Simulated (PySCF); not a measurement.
Compound: C3H2NOS (charge -1).
SMILES with atom numbers: `[O-:1][c:2]1[cH:3][n:4][cH:5][s:6]1` (hydrogens: H7 on C3; H8 on C5)

Computed with PySCF 2.14.0, PBE0-D3(BJ)/def2-TZVP geometry optimisation, gas phase.

Question: Give the optimised bond lengths and angles.

Answer: 
```tsv
bond	length (pm)	order
O1–C2	123.1	single
C2–C3	140.2	aromatic
C3–N4	136.0	aromatic
N4–C5	129.7	aromatic
C5–S6	173.3	aromatic
C2–S6	185.9	aromatic
C3–H7	108.4	single
C5–H8	108.4	single
```

Orders are formal, as drawn. A selection of angles:
```tsv
angle	degrees
O1–C2–C3	134.2
O1–C2–S6	122.6
C3–C2–S6	103.2
C2–C3–N4	119.1
C2–C3–H7	121.0
N4–C3–H7	119.9
C3–N4–C5	112.7
N4–C5–S6	115.0
N4–C5–H8	123.3
S6–C5–H8	121.7
C2–S6–C5	90.0
```

C3 (aromatic CH next to a ring nitrogen) is planar (angles 121.0°, 119.9° and 119.1°, sum 360.0°, 0.00 Å off the plane of its three neighbours). C5 (aromatic CH next to a ring nitrogen) is planar (angles 123.3°, 121.7° and 115.0°, sum 360.0°, 0.00 Å off the plane of its three neighbours). The 5-membered ring C2–C3–N4–C5–S6 has internal angles of 90.0° to 119.1°; it is planar, 0.00 Å rms from its mean plane, widest ring torsion 0°. The C–S distances run from 1.733 Å (C5–S6, aromatic) to 1.859 Å (C2–S6, aromatic), a spread of 0.126 Å. C2 (aromatic carbon bearing oxygen) is planar (angles 134.2°, 122.6° and 103.2°, sum 360.0°, 0.00 Å off the plane of its three neighbours). The 6 heavy atoms lie in one plane (0.000 Å rms). The 2 C–N bonds span 1.297 Å (N4–C5, aromatic) to 1.360 Å (C3–N4, aromatic), a spread of 0.063 Å.

Point group: Cs (tolerance 0.08 Å). Whether it is a minimum is left open (no frequencies). Isolated species at its PBE0-D3(BJ)/def2-TZVP geometry, gas phase.

On one thread of an Arm Neoverse V1, no GPU (shared host), this took 41 s of wall time and 0.82 GiB of memory at its peak. That covers the optimisation of the geometry.
